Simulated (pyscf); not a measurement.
Structures and frequencies: ωB97X-D3(BJ)/def2-SVP in PySCF.

Problem. HO–Sn(Cl)(Cl)–Cl + HF -> HO–Sn(F)(Cl)–Cl + HCl
Surface: singlet. Broken: Cl–Sn, F–H. Formed: F–Sn, Cl–H. Give ΔE‡ and ΔE from PBE0-D3(BJ)/def2-TZVP, relative to the separated reactants.

Solution. ΔE‡ = 13.4 kcal/mol, ΔE = +9.0 kcal/mol. ωB97M-D3(BJ)/def2-TZVP gives 15.0 kcal/mol and +7.1 kcal/mol. Zero-point energy shifts the barrier by -0.5 kcal/mol. It is a four-centre exchange, with an imaginary mode of 463i cm⁻¹. On the reactant side the descent ends in a complex, 6.7 kcal/mol under the separated species and 21.6 kcal/mol under the saddle at ωB97X-D3(BJ)/def2-TZVP. On the product side the descent ends in a complex, 4.4 kcal/mol under the separated species and 9.4 kcal/mol under the saddle at ωB97X-D3(BJ)/def2-TZVP. This is the saddle that the search found; another between the same sides may lie lower. Elements past Kr carry the def2 core potentials, without spin-orbit coupling.
